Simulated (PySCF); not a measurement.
```xyz
5

C     -0.0020    -0.0130     0.0431
O     -0.0599     1.3339     0.0602
H      0.9133    -0.3541    -0.5249
H     -0.0304    -0.5366     1.0358
H     -0.8229    -0.4275    -0.6134
```

Charge 0, multiplicity 2.

**Question.** Give the Mulliken and meta-Löwdin atomic charges from TPSSh-D3(BJ)/def2-TZVP // BP86-D3(BJ)/def2-SVP run with PySCF.

**Answer.** 
```tsv
atom	Mulliken (e)	meta-Löwdin (e)
C1	-0.18	-0.08
O2	-0.22	-0.27
H3	0.15	0.13
H4	0.11	0.09
H5	0.15	0.13
```
